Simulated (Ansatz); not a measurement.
# H2S (triplet): from Hartree-Fock to the top rungs at distance H1–H2 along a hydrogen transfer = 0.745 Å, cc-pVDZ

How much of the correlation energy of H2S (triplet) does each wave-function method recover here?

Method: cc-pVDZ, core rule «outside noble gas», up to 5 orbitals frozen; program: Ansatz 0.2.0, Gaussian basis.

To be run: UHF; CCSD(T) on ROHF; CCSD(T) on UHF; BCCD(T) on ROHF; CISD; CCSDT(Q) on ROHF; CCSDT(Q) on UHF; CCSDTQ on ROHF; CCSDTQ on UHF; CASSCF and MRCISD+Q, 4 electrons in 4 orbitals; CASSCF and NEVPT2, 4 electrons in 4 orbitals; CASSCF and MRCISD+Q, 8 electrons in 6 orbitals; CASSCF and MRCISD+Q(relaxed), 8 electrons in 6 orbitals; CASSCF and NEVPT2, 8 electrons in 6 orbitals; Full CI.

## (1) The system

The geometry derives from fragments relaxed apart (PBE0/def2-TZVP) and kept rigid, so it is no stationary point. A hydrogen atom is moved between rigid fragments.

3 atoms, charge 0, spin multiplicity 3.

Atoms are counted from 1 here; the program's logs count them from 0.

Bond lengths: H1–H2 0.745 Å, H2–S3 1.647 Å. Angles: H1–H2–S3 180.0°.

## (2) UHF

Input file in.yaml:

```yaml
crystal:
  periodic: [false, false, false]
  atoms:
    - {symbol: H, position_ang: [0.000000, 0.000000, -1.045667]}
    - {symbol: H, position_ang: [0.000000, 0.000000, -0.300667]}
    - {symbol: S, position_ang: [0.000000, 0.000000, 1.346333]}
basis:
  gaussian: {orbitals: cc-pVDZ}
magnetization: {spin_polarized: true, initial_magnetization: 2}
hamiltonian: {xc: hf}
output: {orbitals: {seedname: orbitals}}
```

Command:

```console
$ ansatz run in.yaml --threads 1 --pin off --events-out ev --progress --plain --max-ram 4096MiB --backend cpu
```

Further steps of the session: CCSD(T) on ROHF; CCSD(T) on UHF; BCCD(T) on ROHF; CISD; CCSDT(Q) on ROHF; CCSDT(Q) on UHF; CCSDTQ on ROHF; CCSDTQ on UHF; CASSCF and MRCISD+Q, 4 electrons in 4 orbitals; CASSCF and NEVPT2, 4 electrons in 4 orbitals; CASSCF and MRCISD+Q, 8 electrons in 6 orbitals; CASSCF and MRCISD+Q(relaxed), 8 electrons in 6 orbitals; CASSCF and NEVPT2, 8 electrons in 6 orbitals; Full CI.

Q: Predict the results of all the runs planned. Wanted: FCI below the RHF energy; RMP2 from FCI; UMP2 from FCI; RCCSD from FCI; RCCSD(T) from FCI; UCCSD(T) from FCI; RCCSDT(Q) from FCI; UCCSDT(Q) from FCI; NEVPT2 pair from FCI.

The runs gave:

| quantity | value |
| --- | --- |
| FCI below the RHF energy | -4.2211 eV |
| RMP2 from FCI | +74.0 kJ/mol |
| UMP2 from FCI | +75.6 kJ/mol |
| RCCSD from FCI | +7.2 kJ/mol |
| RCCSD(T) from FCI | +1.5 kJ/mol |
| UCCSD(T) from FCI | +1.5 kJ/mol |
| RCCSDT(Q) from FCI | 0.0 kJ/mol |
| UCCSDT(Q) from FCI | 0.0 kJ/mol |
| NEVPT2 pair from FCI | +68.5 kJ/mol |
| MRCISD+Q pair from FCI | -1.6 kJ/mol |
| NEVPT2 valence from FCI | +85.5 kJ/mol |
| levels within 1 kcal/mol (43 meV) | RCCSD(T), UCCSD(T), BCCD(T), RCCSDT, UCCSDT, RCCSDT(Q), UCCSDT(Q), RCCSDTQ, UCCSDTQ, MRCISD+Q pair, MRCISD+Q valence, MRCISD+Q(relaxed) valence |
| T1 diagnostic | 0.019 |
| effectively unpaired electrons | 2.03 |

**Reading.** RCCSD(T) lands +1.5 kJ/mol from the yardstick (0.4 % of the correlation energy). MRCISD+Q pair, MRCISD+Q valence, MRCISD+Q(relaxed) valence fall below full CI: the +Q correction isn't variational, and the cores differ from full CI's. One determinant dominates. Of the multireference levels listed MRCISD+Q valence comes nearest in total energy (-1.5 kJ/mol), which doesn't show that its space is the better one. These misses are within one basis, not against nature; the frozen cores of restricted and unrestricted runs differ, which can shift their rows.
